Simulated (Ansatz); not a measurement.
[AlH2···H···NH], triplet along the distance Al1-H4

Starting geometry:

```yaml
atoms:
  - { symbol: Al, position_ang: [-0.9966, 0.0225, 0.0000] }
  - { symbol: H, position_ang: [-1.7895, 1.3959, 0.0000] }
  - { symbol: H, position_ang: [-1.7895, -1.3509, 0.0000] }
  - { symbol: H, position_ang: [0.5893, 0.0225, 0.0000] }
  - { symbol: N, position_ang: [1.9734, 0.0225, 0.0000] }
  - { symbol: H, position_ang: [2.2425, -0.9817, 0.0000] }
```

From there H4 is moved from one fragment to the other while all else, the fragments' distance too, stays fixed; atoms are numbered as listed. Energies are in eV, counted from the starting geometry at the same level.

Basis cc-pVDZ; Ansatz 0.2.0. Correlated methods freeze the noble-gas cores. R marks a restricted (for open shells ROHF) determinant, U an unrestricted one.

For open shells CISD is restricted-active-space CI with the open shells as a complete middle space.

Full CI isn't at hand for all of this; UCCSDT(Q) serves as the reference, and is uncertain by about the last step of the cluster series. The frozen core follows each run's orbitals, which can shift R against U totals by a few meV.

| distance Al1-H4 (Å) | UCCSDT(Q) | error RHF | error CISD | error UCCSD | error RCCSD(T) | error BCCD(T) | error UCCSDT |
| --- | --- | --- | --- | --- | --- | --- | --- |
| 1.475 | 0.131 | -0.203 | -0.053 | -0.018 | -0.004 | -0.004 | -0.002 |
| 1.586 | 0.000 | 0.000 | 0.000 | 0.000 | 0.000 | 0.000 | 0.000 |
| 1.635 | -0.051 | 0.098 | 0.018 | 0.007 | 0.001 | 0.001 | 0.001 |
| 1.684 | -0.113 | 0.177 | 0.025 | 0.012 | 0.001 | 0.002 | 0.001 |
| 1.733 | -0.187 | 0.207 | 0.023 | 0.014 | 0.001 | 0.002 | 0.002 |
| 1.783 | -0.273 | 0.181 | 0.016 | 0.013 | 0.000 | 0.001 | 0.002 |
| 1.832 | -0.355 | 0.125 | 0.004 | 0.009 | -0.001 | 0.000 | 0.001 |
| 1.881 | -0.418 | 0.055 | -0.011 | 0.004 | -0.002 | -0.001 | 0.001 |
| 1.930 | -0.437 | -0.018 | -0.029 | -0.002 | -0.003 | -0.002 | 0.000 |

Errors are those of relative energies. In total energy the starting point itself misses UCCSDT(Q) by: RHF 7.097, CISD 0.712, UCCSD 0.163, RCCSD(T) 0.037, BCCD(T) 0.036, UCCSDT 0.008 eV.

Spread of the error over the points with a reference, to 1.930 Å (largest less smallest): UCCSDT 0.003, RCCSD(T) 0.005, BCCD(T) 0.006, UCCSD 0.032, CISD 0.078, RHF 0.410 eV.
